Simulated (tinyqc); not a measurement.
CCSD on RHF in the sto-6g basis, frozen core, for NH3, spin multiplicity 1, step by step (part 1 of 2). Computed by tinyqc, a small Python program that keeps every step (integrals from PySCF). Settings: charge = 0, multiplicity = 1, basis = sto-6g, method = RHF, frozen orbitals = 1, energy threshold = 1e-10, iteration cap = 86, orthogonalisation = symmetric, start = Wolfsberg-Helmholz matrix, DIIS depth = 6, amplitude equations = CCSD, DIIS depth for amplitudes = 6, cap on updates = 53. Command: `OMP_NUM_THREADS=1 python tinyqc.py 30451 30452 out.jsonl` (the two numbers bound the seeds that draw the settings). One thread of a shared host (Intel(R) Xeon(R) Processor @ 2.60GHz), about 0.4 s of CPU time with the checks. The early iterations of the SCF are left out here.

## One-electron integrals

Geometry (angstrom):
```
atom         x         y        z
N      0.00000   0.00000  0.43800
H      1.06200   0.00000  0.00000
H     -0.53100   0.92000  0.00000
H     -0.53100  -0.92000  0.00000
```

Basis sto-6g: exponents (1/bohr^2) and contraction coefficients of normalised primitives:
```
element  l (shell)    exponent  coefficient
N            s (1)  1027.82846      0.00916
N            s (1)   188.45122      0.04936
N            s (1)    52.72186      0.16854
N            s (1)    18.11138      0.37056
N            s (1)     7.03318      0.41649
N            s (1)     2.89665      0.13033
N            s (2)    39.19881     -0.01325
N            s (2)     7.75847     -0.04699
N            s (2)     2.41133     -0.03379
N            s (2)     0.92772      0.25024
N            s (2)     0.40291      0.59512
N            s (2)     0.18468      0.24071
N            p (3)    39.19881      0.00376
N            p (3)     7.75847      0.03768
N            p (3)     2.41133      0.17390
N            p (3)     0.92772      0.41804
N            p (3)     0.40291      0.42586
N            p (3)     0.18468      0.10171
H            s (1)    35.52322      0.00916
H            s (1)     6.51314      0.04936
H            s (1)     1.82214      0.16854
H            s (1)     0.62596      0.37056
H            s (1)     0.24308      0.41649
H            s (1)     0.10011      0.13033
```

Overlap, kinetic and nuclear-attraction integrals over the contracted functions; the nuclear repulsion is the sum of Za Zb / Rab.

nuclear repulsion = 10.5351837 hartree

overlap S, order 1N 1s, 1N 2s, 1N 2px, 1N 2py, 1N 2pz, 2H 1s, 3H 1s, 4H 1s:
$$\begin{pmatrix}
1.00000 & 0.22942 & 0.00000 & 0.00000 & 0.00000 & 0.04403 & 0.04401 & 0.04401 \\
0.22942 & 1.00000 & 0.00000 & 0.00000 & 0.00000 & 0.41465 & 0.41452 & 0.41452 \\
0.00000 & 0.00000 & 1.00000 & 0.00000 & 0.00000 & 0.35989 & -0.17987 & -0.17987 \\
0.00000 & 0.00000 & 0.00000 & 1.00000 & 0.00000 & 0.00000 & 0.31164 & -0.31164 \\
0.00000 & 0.00000 & 0.00000 & 0.00000 & 1.00000 & -0.14843 & -0.14837 & -0.14837 \\
0.04403 & 0.41465 & 0.35989 & 0.00000 & -0.14843 & 1.00000 & 0.15445 & 0.15445 \\
0.04401 & 0.41452 & -0.17987 & 0.31164 & -0.14837 & 0.15445 & 1.00000 & 0.15435 \\
0.04401 & 0.41452 & -0.17987 & -0.31164 & -0.14837 & 0.15445 & 0.15435 & 1.00000
\end{pmatrix}$$

kinetic energy T (hartree), order 1N 1s, 1N 2s, 1N 2px, 1N 2py, 1N 2pz, 2H 1s, 3H 1s, 4H 1s:
$$\begin{pmatrix}
22.23641 & -0.67875 & 0.00000 & 0.00000 & 0.00000 & -0.00741 & -0.00741 & -0.00741 \\
-0.67875 & 0.63290 & 0.00000 & 0.00000 & 0.00000 & 0.07381 & 0.07374 & 0.07374 \\
0.00000 & 0.00000 & 1.90129 & 0.00000 & 0.00000 & 0.18319 & -0.09152 & -0.09152 \\
0.00000 & 0.00000 & 0.00000 & 1.90129 & 0.00000 & 0.00000 & 0.15856 & -0.15856 \\
0.00000 & 0.00000 & 0.00000 & 0.00000 & 1.90129 & -0.07555 & -0.07549 & -0.07549 \\
-0.00741 & 0.07381 & 0.18319 & 0.00000 & -0.07555 & 0.76852 & -0.00909 & -0.00909 \\
-0.00741 & 0.07374 & -0.09152 & 0.15856 & -0.07549 & -0.00909 & 0.76852 & -0.00910 \\
-0.00741 & 0.07374 & -0.09152 & -0.15856 & -0.07549 & -0.00909 & -0.00910 & 0.76852
\end{pmatrix}$$

nuclear attraction V (hartree), order 1N 1s, 1N 2s, 1N 2px, 1N 2py, 1N 2pz, 2H 1s, 3H 1s, 4H 1s:
$$\begin{pmatrix}
-48.05523 & -4.96405 & -0.00001 & 0.00000 & 0.01488 & -1.08325 & -1.08269 & -1.08269 \\
-4.96405 & -8.19233 & -0.00007 & 0.00000 & 0.16958 & -2.72358 & -2.72254 & -2.72254 \\
-0.00001 & -0.00007 & -8.22007 & 0.00000 & 0.00003 & -2.14254 & 1.07070 & 1.07070 \\
0.00000 & 0.00000 & 0.00000 & -8.22007 & 0.00000 & 0.00000 & -1.85512 & 1.85512 \\
0.01488 & 0.16958 & 0.00003 & 0.00000 & -8.13589 & 0.92631 & 0.92584 & 0.92584 \\
-1.08325 & -2.72358 & -2.14254 & 0.00000 & 0.92631 & -4.98420 & -0.84388 & -0.84388 \\
-1.08269 & -2.72254 & 1.07070 & -1.85512 & 0.92584 & -0.84388 & -4.98356 & -0.84331 \\
-1.08269 & -2.72254 & 1.07070 & 1.85512 & 0.92584 & -0.84388 & -0.84331 & -4.98356
\end{pmatrix}$$

core Hamiltonian H = T + V (hartree), order 1N 1s, 1N 2s, 1N 2px, 1N 2py, 1N 2pz, 2H 1s, 3H 1s, 4H 1s:
$$\begin{pmatrix}
-25.81882 & -5.64280 & -0.00001 & 0.00000 & 0.01488 & -1.09066 & -1.09010 & -1.09010 \\
-5.64280 & -7.55942 & -0.00007 & 0.00000 & 0.16958 & -2.64977 & -2.64880 & -2.64880 \\
-0.00001 & -0.00007 & -6.31877 & 0.00000 & 0.00003 & -1.95935 & 0.97918 & 0.97918 \\
0.00000 & 0.00000 & 0.00000 & -6.31878 & 0.00000 & 0.00000 & -1.69655 & 1.69655 \\
0.01488 & 0.16958 & 0.00003 & 0.00000 & -6.23459 & 0.85076 & 0.85036 & 0.85036 \\
-1.09066 & -2.64977 & -1.95935 & 0.00000 & 0.85076 & -4.21567 & -0.85297 & -0.85297 \\
-1.09010 & -2.64880 & 0.97918 & -1.69655 & 0.85036 & -0.85297 & -4.21504 & -0.85241 \\
-1.09010 & -2.64880 & 0.97918 & 1.69655 & 0.85036 & -0.85297 & -0.85241 & -4.21504
\end{pmatrix}$$

## Two-electron integrals

Functions are numbered as in S; the eight-fold symmetry (ij|kl) = (ji|kl) = (kl|ij) leaves the list below.

Two-electron integrals (ij|kl) in chemists' order, unique and non-zero (hartree):
```
(11|11) 4.16874    (21|11) 0.58365    (21|21) 0.10411    (22|11) 0.96849
(22|21) 0.21445    (22|22) 0.70840    (31|31) 0.02207    (32|31) 0.03361
(32|32) 0.15658    (33|11) 0.96849    (33|21) 0.21445    (33|22) 0.70840
(33|33) 0.76324    (41|41) 0.02207    (42|41) 0.03361    (42|42) 0.15658
(43|43) 0.04113    (44|11) 0.96849    (44|21) 0.21445    (44|22) 0.70840
(44|33) 0.68098    (44|44) 0.76324    (51|51) 0.02207    (52|51) 0.03361
(52|52) 0.15658    (53|53) 0.04113    (54|54) 0.04113    (55|11) 0.96849
(55|21) 0.21445    (55|22) 0.70840    (55|33) 0.68098    (55|44) 0.68098
(55|55) 0.76324    (61|11) 0.11914    (61|21) 0.02038    (61|22) 0.04112
(61|31) 0.00106    (61|32) 0.00208    (61|33) 0.04130    (61|44) 0.04101
(61|51) -0.00044   (61|52) -0.00086   (61|53) -0.00012   (61|55) 0.04106
(61|61) 0.00408    (62|11) 0.29797    (62|21) 0.06693    (62|22) 0.24526
(62|31) 0.00556    (62|32) 0.04134    (62|33) 0.25309    (62|44) 0.24025
(62|51) -0.00229   (62|52) -0.01705   (62|53) -0.00530   (62|55) 0.24244
(62|61) 0.01330    (62|62) 0.11022    (63|11) 0.22220    (63|21) 0.05058
(63|22) 0.19704    (63|31) 0.01075    (63|32) 0.07096    (63|33) 0.21398
(63|44) 0.18775    (63|51) -0.00149   (63|52) -0.01267   (63|53) -0.00742
(63|55) 0.18941    (63|61) 0.01050    (63|62) 0.10632    (63|63) 0.11514
(64|41) 0.00713    (64|42) 0.04024    (64|43) 0.00824    (64|54) -0.00340
(64|64) 0.01421    (65|11) -0.09164   (65|21) -0.02086   (65|22) -0.08127
(65|31) -0.00149   (65|32) -0.01267   (65|33) -0.08145   (65|44) -0.07743
(65|51) 0.00775    (65|52) 0.04547    (65|53) 0.00990    (65|55) -0.08491
(65|61) -0.00433   (65|62) -0.04385   (65|63) -0.04163   (65|65) 0.03138
(66|11) 0.45243    (66|21) 0.10349    (66|22) 0.43309    (66|31) 0.01066
(66|32) 0.10822    (66|33) 0.46421    (66|44) 0.41318    (66|51) -0.00440
(66|52) -0.04463   (66|53) -0.02105   (66|55) 0.42186    (66|61) 0.02081
(66|62) 0.25018    (66|63) 0.27024    (66|65) -0.11145   (66|66) 0.77500
(71|11) 0.11907    (71|21) 0.02037    (71|22) 0.04110    (71|31) -0.00053
(71|32) -0.00104   (71|33) 0.04106    (71|41) 0.00092    (71|42) 0.00180
(71|43) -0.00013   (71|44) 0.04121    (71|51) -0.00044   (71|52) -0.00086
(71|53) 0.00006    (71|54) -0.00010   (71|55) 0.04104    (71|61) 0.00400
(71|62) 0.01270    (71|63) 0.00937    (71|64) 0.00038    (71|65) -0.00414
(71|66) 0.01958    (71|71) 0.00408    (72|11) 0.29785    (72|21) 0.06690
(72|22) 0.24517    (72|31) -0.00278   (72|32) -0.02066   (72|33) 0.24337
(72|41) 0.00482    (72|42) 0.03579    (72|43) -0.00556   (72|44) 0.24979
(72|51) -0.00229   (72|52) -0.01704   (72|53) 0.00265    (72|54) -0.00458
(72|55) 0.24235    (72|61) 0.01270    (72|62) 0.08372    (72|63) 0.06243
(72|64) 0.00933    (72|65) -0.03241   (72|66) 0.15092    (72|71) 0.01329
(72|72) 0.11015    (73|11) -0.11104   (73|21) -0.02528   (73|22) -0.09847
(73|31) 0.00803    (73|32) 0.04790    (73|33) -0.10328   (73|41) -0.00156
(73|42) -0.01330   (73|43) 0.00924    (73|44) -0.09748   (73|51) 0.00074
(73|52) 0.00633    (73|53) -0.00440   (73|54) 0.00174    (73|55) -0.09466
(73|61) -0.00436   (73|62) -0.02313   (73|63) -0.00771   (73|64) -0.00189
(73|65) 0.00877    (73|66) -0.03270   (73|71) -0.00524   (73|72) -0.05312
(73|73) 0.03941    (74|11) 0.19239    (74|21) 0.04380    (74|22) 0.17062
(74|31) -0.00156   (74|32) -0.01330   (74|33) 0.16468    (74|41) 0.00984
(74|42) 0.06326    (74|43) -0.00777   (74|44) 0.18317    (74|51) -0.00129
(74|52) -0.01097   (74|53) 0.00174    (74|54) -0.00641   (74|55) 0.16400
(74|61) 0.00831    (74|62) 0.05874    (74|63) 0.04355    (74|64) 0.01634
(74|65) -0.02229   (74|66) 0.10668    (74|71) 0.00908    (74|72) 0.09203
(74|73) -0.04368   (74|74) 0.08987    (75|11) -0.09160   (75|21) -0.02085
(75|22) -0.08123   (75|31) 0.00074    (75|32) 0.00633    (75|33) -0.07840
(75|41) -0.00129   (75|42) -0.01097   (75|43) 0.00174    (75|44) -0.08041
(75|51) 0.00774    (75|52) 0.04545    (75|53) -0.00495   (75|54) 0.00857
(75|55) -0.08487   (75|61) -0.00414   (75|62) -0.03241   (75|63) -0.02368
(75|64) -0.00354   (75|65) 0.02258    (75|66) -0.06270   (75|71) -0.00432
(75|72) -0.04381   (75|73) 0.02079    (75|74) -0.03603   (75|75) 0.03135
(76|11) 0.08784    (76|21) 0.01989    (76|22) 0.07777    (76|31) 0.00066
(76|32) 0.00555    (76|33) 0.07770    (76|41) 0.00114    (76|42) 0.00962
(76|43) 0.00037    (76|44) 0.07812    (76|51) -0.00108   (76|52) -0.00916
(76|53) -0.00108   (76|54) -0.00187   (76|55) 0.07750    (76|61) 0.00389
(76|62) 0.03338    (76|63) 0.02983    (76|64) 0.00338    (76|65) -0.01472
(76|66) 0.07505    (76|71) 0.00389    (76|72) 0.03337    (76|73) -0.01198
(76|74) 0.02752    (76|75) -0.01471   (76|76) 0.01254    (77|11) 0.45235
(77|21) 0.10347    (77|22) 0.43302    (77|31) -0.00533   (77|32) -0.05409
(77|33) 0.42587    (77|41) 0.00923    (77|42) 0.09371    (77|43) -0.02209
(77|44) 0.45140    (77|51) -0.00440   (77|52) -0.04461   (77|53) 0.01052
(77|54) -0.01822   (77|55) 0.42180    (77|61) 0.01959    (77|62) 0.15095
(77|63) 0.10875    (77|64) 0.02501    (77|65) -0.06272   (77|66) 0.28589
(77|71) 0.02079    (77|72) 0.25008    (77|73) -0.13505   (77|74) 0.23399
(77|75) -0.11140   (77|76) 0.07505    (77|77) 0.77500    (81|11) 0.11907
(81|21) 0.02037    (81|22) 0.04110    (81|31) -0.00053   (81|32) -0.00104
(81|33) 0.04106    (81|41) -0.00092   (81|42) -0.00180   (81|43) 0.00013
(81|44) 0.04121    (81|51) -0.00044   (81|52) -0.00086   (81|53) 0.00006
(81|54) 0.00010    (81|55) 0.04104    (81|61) 0.00400    (81|62) 0.01270
(81|63) 0.00937    (81|64) -0.00038   (81|65) -0.00414   (81|66) 0.01958
(81|71) 0.00400    (81|72) 0.01270    (81|73) -0.00501   (81|74) 0.00793
(81|75) -0.00414   (81|76) 0.00375    (81|77) 0.01958    (81|81) 0.00408
(82|11) 0.29785    (82|21) 0.06690    (82|22) 0.24517    (82|31) -0.00278
(82|32) -0.02066   (82|33) 0.24337    (82|41) -0.00482   (82|42) -0.03579
(82|43) 0.00556    (82|44) 0.24979    (82|51) -0.00229   (82|52) -0.01704
(82|53) 0.00265    (82|54) 0.00458    (82|55) 0.24235    (82|61) 0.01270
(82|62) 0.08372    (82|63) 0.06243    (82|64) -0.00933   (82|65) -0.03241
(82|66) 0.15092    (82|71) 0.01270    (82|72) 0.08369    (82|73) -0.03927
(82|74) 0.04939    (82|75) -0.03239   (82|76) 0.02638    (82|77) 0.15089
(82|81) 0.01329    (82|82) 0.11015    (83|11) -0.11104   (83|21) -0.02528
(83|22) -0.09847   (83|31) 0.00803    (83|32) 0.04790    (83|33) -0.10328
(83|41) 0.00156    (83|42) 0.01330    (83|43) -0.00924   (83|44) -0.09748
(83|51) 0.00074    (83|52) 0.00633    (83|53) -0.00440   (83|54) -0.00174
(83|55) -0.09466   (83|61) -0.00436   (83|62) -0.02313   (83|63) -0.00771
(83|64) 0.00189    (83|65) 0.00877    (83|66) -0.03270   (83|71) -0.00501
(83|72) -0.03927   (83|73) 0.02834    (83|74) -0.02271   (83|75) 0.01490
(83|76) -0.00937   (83|77) -0.07599   (83|81) -0.00524   (83|82) -0.05312
(83|83) 0.03941    (84|11) -0.19239   (84|21) -0.04380   (84|22) -0.17062
(84|31) 0.00156    (84|32) 0.01330    (84|33) -0.16468   (84|41) 0.00984
(84|42) 0.06326    (84|43) -0.00777   (84|44) -0.18317   (84|51) 0.00129
(84|52) 0.01097    (84|53) -0.00174   (84|54) -0.00641   (84|55) -0.16400
(84|61) -0.00831   (84|62) -0.05874   (84|63) -0.04355   (84|64) 0.01634
(84|65) 0.02229    (84|66) -0.10668   (84|71) -0.00793   (84|72) -0.04939
(84|73) 0.02271    (84|74) -0.01974   (84|75) 0.01873    (84|76) -0.01623
(84|77) -0.08166   (84|81) -0.00908   (84|82) -0.09203   (84|83) 0.04368
(84|84) 0.08987    (85|11) -0.09160   (85|21) -0.02085   (85|22) -0.08123
(85|31) 0.00074    (85|32) 0.00633    (85|33) -0.07840   (85|41) 0.00129
(85|42) 0.01097    (85|43) -0.00174   (85|44) -0.08041   (85|51) 0.00774
(85|52) 0.04545    (85|53) -0.00495   (85|54) -0.00857   (85|55) -0.08487
(85|61) -0.00414   (85|62) -0.03241   (85|63) -0.02368   (85|64) 0.00354
(85|65) 0.02258    (85|66) -0.06270   (85|71) -0.00414   (85|72) -0.03239
(85|73) 0.01490    (85|74) -0.01873   (85|75) 0.02257    (85|76) -0.01129
(85|77) -0.06268   (85|81) -0.00432   (85|82) -0.04381   (85|83) 0.02079
(85|84) 0.03603    (85|85) 0.03135    (86|11) 0.08784    (86|21) 0.01989
(86|22) 0.07777    (86|31) 0.00066    (86|32) 0.00555    (86|33) 0.07770
(86|41) -0.00114   (86|42) -0.00962   (86|43) -0.00037   (86|44) 0.07812
(86|51) -0.00108   (86|52) -0.00916   (86|53) -0.00108   (86|54) 0.00187
(86|55) 0.07750    (86|61) 0.00389    (86|62) 0.03338    (86|63) 0.02983
(86|64) -0.00338   (86|65) -0.01472   (86|66) 0.07505    (86|71) 0.00375
(86|72) 0.02638    (86|73) -0.00937   (86|74) 0.01623    (86|75) -0.01129
(86|76) 0.01013    (86|77) 0.04859    (86|81) 0.00389    (86|82) 0.03337
(86|83) -0.01198   (86|84) -0.02752   (86|85) -0.01471   (86|86) 0.01254
(87|11) 0.08779    (87|21) 0.01987    (87|22) 0.07772    (87|31) -0.00131
(87|32) -0.01110   (87|33) 0.07828    (87|44) 0.07744    (87|51) -0.00108
(87|52) -0.00916   (87|53) 0.00215    (87|55) 0.07744    (87|61) 0.00375
(87|62) 0.02638    (87|63) 0.01873    (87|65) -0.01129   (87|66) 0.04857
(87|71) 0.00389    (87|72) 0.03334    (87|73) -0.01783   (87|74) 0.02412
(87|75) -0.01470   (87|76) 0.01012    (87|77) 0.07499    (87|81) 0.00389
(87|82) 0.03334    (87|83) -0.01783   (87|84) -0.02412   (87|85) -0.01470
(87|86) 0.01012    (87|87) 0.01252    (88|11) 0.45235    (88|21) 0.10347
(88|22) 0.43302    (88|31) -0.00533   (88|32) -0.05409   (88|33) 0.42587
(88|41) -0.00923   (88|42) -0.09371   (88|43) 0.02209    (88|44) 0.45140
(88|51) -0.00440   (88|52) -0.04461   (88|53) 0.01052    (88|54) 0.01822
(88|55) 0.42180    (88|61) 0.01959    (88|62) 0.15095    (88|63) 0.10875
(88|64) -0.02501   (88|65) -0.06272   (88|66) 0.28589    (88|71) 0.01958
(88|72) 0.15089    (88|73) -0.07599   (88|74) 0.08166    (88|75) -0.06268
(88|76) 0.04859    (88|77) 0.28583    (88|81) 0.02079    (88|82) 0.25008
(88|83) -0.13505   (88|84) -0.23399   (88|85) -0.11140   (88|86) 0.07505
(88|87) 0.07499    (88|88) 0.77500
```

## Orthogonalisation

S = U s U^T; symmetric (Loewdin) form X = U s^(-1/2) U^T, so that X^T S X = 1.

eigenvalues of S: [0.35321, 0.47533, 0.47540, 0.91670, 1.06635, 1.37019, 1.37026, 1.97257]

X, order 1N 1s, 1N 2s, 1N 2px, 1N 2py, 1N 2pz, 2H 1s, 3H 1s, 4H 1s:
$$\begin{pmatrix}
1.02304 & -0.14138 & 0.00000 & 0.00000 & 0.00795 & 0.01861 & 0.01861 & 0.01861 \\
-0.14138 & 1.26661 & 0.00006 & 0.00000 & -0.08634 & -0.24803 & -0.24791 & -0.24791 \\
0.00000 & 0.00006 & 1.10092 & 0.00000 & -0.00003 & -0.23976 & 0.11982 & 0.11982 \\
0.00000 & 0.00000 & 0.00000 & 1.10091 & 0.00000 & 0.00000 & -0.20758 & 0.20758 \\
0.00795 & -0.08634 & -0.00003 & 0.00000 & 1.03030 & 0.08732 & 0.08727 & 0.08727 \\
0.01861 & -0.24803 & -0.23976 & 0.00000 & 0.08732 & 1.16510 & -0.03877 & -0.03877 \\
0.01861 & -0.24791 & 0.11982 & -0.20758 & 0.08727 & -0.03877 & 1.16498 & -0.03874 \\
0.01861 & -0.24791 & 0.11982 & 0.20758 & 0.08727 & -0.03877 & -0.03874 & 1.16498
\end{pmatrix}$$

## Iteration 8 (converged): orbitals

converged F (hartree), order 1N 1s, 1N 2s, 1N 2px, 1N 2py, 1N 2pz, 2H 1s, 3H 1s, 4H 1s:
$$\begin{pmatrix}
-15.51607 & -3.73971 & 0.00000 & 0.00000 & 0.02344 & -0.72373 & -0.72336 & -0.72336 \\
-3.73971 & -1.79553 & -0.00006 & 0.00000 & 0.07730 & -0.70348 & -0.70324 & -0.70324 \\
0.00000 & -0.00006 & -0.23100 & 0.00000 & 0.00004 & -0.40158 & 0.20072 & 0.20072 \\
0.00000 & 0.00000 & 0.00000 & -0.23096 & 0.00000 & 0.00000 & -0.34775 & 0.34775 \\
0.02344 & 0.07730 & 0.00004 & 0.00000 & -0.29770 & 0.19947 & 0.19941 & 0.19941 \\
-0.72373 & -0.70348 & -0.40158 & 0.00000 & 0.19947 & -0.40501 & -0.21735 & -0.21735 \\
-0.72336 & -0.70324 & 0.20072 & -0.34775 & 0.19941 & -0.21735 & -0.40482 & -0.21721 \\
-0.72336 & -0.70324 & 0.20072 & 0.34775 & 0.19941 & -0.21735 & -0.21721 & -0.40482
\end{pmatrix}$$

Diagonalise F' = X^T F X, C = X C', fill 5 alpha and 5 beta electrons from the bottom; D = 2 C_occ C_occ^T. Each column has its largest component positive (the first on a tie).

F' = X^T F X (hartree):
$$\begin{pmatrix}
-15.26525 & -1.91294 & 0.00000 & 0.00000 & 0.04053 & -0.10122 & -0.10111 & -0.10111 \\
-1.91294 & -0.82601 & 0.00004 & 0.00000 & -0.09522 & -0.38505 & -0.38491 & -0.38491 \\
0.00000 & 0.00004 & 0.02178 & 0.00000 & -0.00001 & -0.45173 & 0.22580 & 0.22580 \\
0.00000 & 0.00000 & 0.00000 & 0.02180 & 0.00000 & 0.00000 & -0.39115 & 0.39115 \\
0.04053 & -0.09522 & -0.00001 & 0.00000 & -0.22140 & 0.17630 & 0.17624 & 0.17624 \\
-0.10122 & -0.38505 & -0.45173 & 0.00000 & 0.17630 & 0.00742 & -0.04850 & -0.04850 \\
-0.10111 & -0.38491 & 0.22580 & -0.39115 & 0.17624 & -0.04850 & 0.00737 & -0.04846 \\
-0.10111 & -0.38491 & 0.22580 & 0.39115 & 0.17624 & -0.04850 & -0.04846 & 0.00737
\end{pmatrix}$$

orbital energies (hartree): MO1 -15.51884, MO2 -1.02627, MO3 -0.51462, MO4 -0.51461, MO5 -0.34480, MO6 0.48766, MO7 0.59224, MO8 0.59231

coefficients C, order 1N 1s, 1N 2s, 1N 2px, 1N 2py, 1N 2pz, 2H 1s, 3H 1s, 4H 1s:
$$\begin{pmatrix}
0.99640 & -0.21138 & 0.00004 & 0.00000 & -0.08425 & -0.15199 & 0.00000 & -0.00018 \\
0.01720 & 0.78226 & -0.00020 & 0.00000 & 0.45100 & 1.00028 & 0.00000 & 0.00130 \\
0.00000 & 0.00006 & 0.58600 & 0.00000 & 0.00009 & -0.00103 & 0.00000 & 0.97715 \\
0.00000 & 0.00000 & 0.00000 & 0.58597 & 0.00000 & 0.00000 & 0.97715 & 0.00000 \\
-0.00300 & -0.10664 & -0.00010 & 0.00000 & 0.86785 & -0.57214 & 0.00000 & -0.00070 \\
-0.00332 & 0.15689 & 0.51212 & 0.00000 & -0.16575 & -0.64060 & 0.00000 & -0.87332 \\
-0.00331 & 0.15681 & -0.25607 & 0.44351 & -0.16587 & -0.64199 & -0.75555 & 0.43549 \\
-0.00331 & 0.15681 & -0.25607 & -0.44351 & -0.16587 & -0.64199 & 0.75555 & 0.43549
\end{pmatrix}$$

D after iteration 8, order 1N 1s, 1N 2s, 1N 2px, 1N 2py, 1N 2pz, 2H 1s, 3H 1s, 4H 1s:
$$\begin{pmatrix}
2.08919 & -0.37244 & 0.00000 & 0.00000 & -0.10712 & -0.04497 & -0.04497 & -0.04497 \\
-0.37244 & 1.63125 & -0.00005 & 0.00000 & 0.61586 & 0.09562 & 0.09570 & 0.09570 \\
0.00000 & -0.00005 & 0.68679 & 0.00000 & 0.00003 & 0.60019 & -0.30012 & -0.30012 \\
0.00000 & 0.00000 & 0.00000 & 0.68672 & 0.00000 & 0.00000 & 0.51977 & -0.51977 \\
-0.10712 & 0.61586 & 0.00003 & 0.00000 & 1.52909 & -0.32124 & -0.32128 & -0.32128 \\
-0.04497 & 0.09562 & 0.60019 & 0.00000 & -0.32124 & 0.62873 & -0.15806 & -0.15806 \\
-0.04497 & 0.09570 & -0.30012 & 0.51977 & -0.32128 & -0.15806 & 0.62877 & -0.15803 \\
-0.04497 & 0.09570 & -0.30012 & -0.51977 & -0.32128 & -0.15806 & -0.15803 & 0.62877
\end{pmatrix}$$

Within a degenerate level the vectors are fixed only up to a rotation; this is one choice.
